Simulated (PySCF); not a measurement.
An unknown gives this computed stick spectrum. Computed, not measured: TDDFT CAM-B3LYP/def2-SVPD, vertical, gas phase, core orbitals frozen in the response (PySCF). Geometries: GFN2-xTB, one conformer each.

| state | ν̃ (cm⁻¹) | f | main configurations (H = HOMO, L = LUMO) |
| --- | --- | --- | --- |
| S1 | 68500 | 0.013 | H→L (77%), H→L+1 (19%) |
| S2 | 68810 | 0.038 | H-1→L (78%), H-1→L+1 (18%) |
| S3 | 69770 | 0.011 | H→L+1 (71%), H→L (18%) |
| S4 | 70100 | 0.0032 | H-1→L+1 (70%), H-1→L (16%) |
| S5 | 74350 | 0.0001 | H→L+2 (86%) |
| S6 | 74690 | 0.0002 | H-2→L (51%), H-1→L+2 (43%) |
| S7 | 75660 | 0.0028 | H-1→L+2 (51%), H-2→L (38%) |
| S8 | 76440 | 0.0065 | H-1→L+3 (71%), H-3→L (11%) |

Orbital energies (eV): HOMO-3 -11.25, HOMO-2 -11.11, HOMO-1 -10.19, HOMO -10.15, LUMO 1.46, LUMO+1 1.79, LUMO+2 2.06.

Question: Which structure fits? All have the formula C4H7F.
A. `C/C=C\CF`
B. `CC/C=C\F`
C. `C/C=C(/C)F`
D. `FC1CCC1`
E. `C=C[C@H](C)F`

Answer: D. Its S1, at 8.49 eV, is the highest among the candidates; the nearest of the others has S1 at 7.43 eV. S1 is HOMO→LUMO (77%), HOMO→LUMO+1 (19%). Löwdin shares by element: HOMO carbon 48% or more, fluorine 18% (atoms not listed hold the other 34%); LUMO carbon 43% or more, hydrogen 11% or more (atoms not listed hold the other 46%). At the same level the other candidates give, for their lowest levels:
- `C/C=C\CF`: 7.01 eV (f 0.005); 7.28 eV (f 0.396); 7.48 eV (f 0.015); 7.94 eV (f 0.021); 8.13 eV (f 0.000); T1 4.35 eV; HOMO -8.69, LUMO 1.35 eV
- `CC/C=C\F`: 6.92 eV (f 0.027); 7.52 eV (f 0.401); 7.84 eV (f 0.039); 8.10 eV (f 0.004); 8.55 eV (f 0.024); T1 4.51 eV; HOMO -8.70, LUMO 1.31 eV
- `C/C=C(/C)F`: 6.53 eV (f 0.003); 7.49 eV (f 0.520); 7.51 eV (f 0.000); 7.79 eV (f 0.003); 8.54 eV (f 0.010); T1 4.48 eV; HOMO -8.32, LUMO 1.34 eV
- `C=C[C@H](C)F`: 7.43 eV (f 0.089); 7.62 eV (f 0.397); 8.11 eV (f 0.002); 8.23 eV (f 0.014); 8.64 eV (f 0.007); T1 4.52 eV; HOMO -9.10, LUMO 1.16 eV
Triplets come from the Tamm–Dancoff approximation.
